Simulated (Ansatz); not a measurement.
H3Si–C, doublet: reading a ladder of total energies

Geometry: a PBE0/def2-TZVP stationary point for this spin, not checked as a minimum. The quartet lies 0.3 eV lower here.

```xyz
5

Si   -0.0027    0.0000    0.4927
C     0.0237    0.0000   -1.3968
H     0.6305   -1.2164    1.0698
H     0.6307    1.2163    1.0698
H    -1.4681    0.0001    0.7752
```

Basis cc-pVDZ; Ansatz 0.2.0. Only valence electrons are correlated (noble-gas cores frozen), which leaves 11 electrons in 41 orbitals. Prefix R: restricted or restricted open-shell reference; prefix U: unrestricted.

Full CI isn't at hand for all of this; UCCSDT(Q) serves as the reference, and is uncertain by about the last step of the cluster series.

Unrestricted rows (U) aren't spin-pure: their determinants' ⟨S²⟩ exceeds S(S+1) by up to 0.65, so they mix in states of higher spin.

Runs differ by some tens of microhartree through their thresholds and, for an open shell, their frozen cores, so steps under 0.03 kcal/mol mean nothing.

```tsv
level	total energy (hartree)
UHF	-328.374249
UMP2	-328.538133
UCCSD	-328.586591
UCCSD(T)	-328.592500
UCCSDT	-328.593209
UCCSDT(Q)	-328.593600
```

Problem. What is the correlation energy at UCCSDT(Q), and what share of it do UMP2 and UCCSD recover?

Solution. E(corr) = -328.593600 − (-328.374249) = -0.219351 hartree = -5.969 eV. UMP2: -0.163884 / -0.219351 = 74.71 %. UCCSD: -0.212342 / -0.219351 = 96.80 %.

Problem. By how many kcal/mol does UCCSD(T) miss UCCSDT(Q) (1 hartree = 627.509 kcal/mol), and which steps make up the rest?

Solution. -328.592500 − (-328.593600) = 0.001100 hartree = 0.69 kcal/mol. Steps: UCCSDT − UCCSD(T) = -0.44, UCCSDT(Q) − UCCSDT = -0.25 kcal/mol. That is within 1 kcal/mol of the reference in this basis, which itself misses far more of the correlation at the basis-set limit.
